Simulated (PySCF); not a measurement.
A run for PySCF: U-B3LYP/6-31G* on ethylamine (SMILES CCN), a point of a bond scan (R = 1.100 Å).

```python
from pyscf import gto, scf, dft, mp
from pyscf.data.elements import chemcore

mol = gto.M(
    atom='''
    C     1.18612906    0.44302756    0.02367077
    C     0.04500471   -0.55351665   -0.10923757
    N    -1.24594693    0.13053905   -0.00235327
    H     2.15252555   -0.05152541   -0.09038783
    H     1.10043350    1.22491245   -0.73222663
    H     1.17238740    0.92208442    1.00657057
    H     0.17702766   -1.35591067    0.63212153
    H     0.08743463   -1.02649974   -1.09379181
    H    -2.01243122   -0.52425249   -0.10366542
    H    -1.34255151    0.56035274    0.91125319
    ''',
    basis='6-31g*',
    cart=True,
    charge=0, spin=0, verbose=3, max_memory=1800)
mf = dft.UKS(mol, xc='b3lyp')
mf.conv_tol = 1e-8
mf.max_cycle = 100
mf.init_guess_breaksym = True
mf.kernel()
if not mf.converged:
    mf = mf.newton().run(mf.mo_coeff, mf.mo_occ)
for _ in range(4):
    mo, _, stable, _ = mf.stability(return_status=True)
    if stable:
        break
    mf.kernel(mf.make_rdm1(mo, mf.mo_occ))
```

Output:

```
converged SCF energy = -135.16983279948  <S^2> = 1.0024515e-10  2S+1 = 1
<class 'pyscf.dft.uks.UKS'> wavefunction is stable in the internal stability analysis
```

Self-consistency was reached.

Cost: roughly 70 core-seconds.
